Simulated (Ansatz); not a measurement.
System: hcp Y. Method: LDA in Ansatz (plane waves, PAW).

A relaxed, unreconstructed slab of the (11-20) face has 16 atoms, two equal faces of 33.904 Å² each and an energy of -59923.9906 eV. A bulk cell of 4 atoms with the same orientation and in-plane k mesh has -14982.2311 eV. Energies are extrapolated to zero smearing.

Numerical settings: plane-wave cutoff 500 eV, 10×10×1 k mesh (along the axes of the cell as run), Fermi–Dirac smearing 0.1 eV, scalar-relativistic PAW data made under PBE.

Worked out: γ = (E_slab − N E_bulk per atom)/2A = [-59923.9906 − 16 × (-14982.2311/4)]/(2 × 33.904) = 0.0728 eV/Å². With 16.022 J/m² per eV/Å² this is 1.17 J/m², or 2.47 eV per surface cell and face.

Ansatz is an electronic-structure program.
